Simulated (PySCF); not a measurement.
# CH5B (CH3BH2): the cost of one run

Computed with PySCF 2.14.0, with density-fitted response routines of our own, on a single molecule in the gas phase. Atoms count from 0, in the outputs and in this text.

## 1. Starting geometry

7 atoms, charge 0, multiplicity 1; geometry from: GFN2-xTB. The atoms were then displaced at random by about 0.01 Å, so the start is not that level's minimum.

Bonds of the start (Å): B0–C1 1.59, B0–H2 1.13, B0–H3 1.20, C1–H4 1.08, C1–H5 1.08, C1–H6 1.08.

## 2. Relaxing the molecule at PBE0-D3(BJ)/def2-SVP

What the job is given:

```
{"job": {"xc": "PBE0", "basis": "def2-SVP", "d3": "d3bj", "grid": 1, "shake": 0.01, "kind": "geom"}, "charge": 0, "multiplicity": 1}
B      0.915510     0.071220     0.004110
C     -0.663190    -0.107230    -0.013980
H      1.608280    -0.809490    -0.123570
H      1.363200     1.178210     0.124350
H     -1.095160     0.267290     0.904010
H     -0.993370    -1.124400    -0.143740
H     -1.101310     0.495300    -0.801110
```

Command:

```
$ OMP_NUM_THREADS=1 python probes_run.py task.json out
```

This one command runs all jobs of the session in turn.

**Question.** How long does this first job take on 1 thread of Arm Neoverse V1, shared host, and how much memory does it need?

About 3.3 s, with a peak of 0.27 GiB.
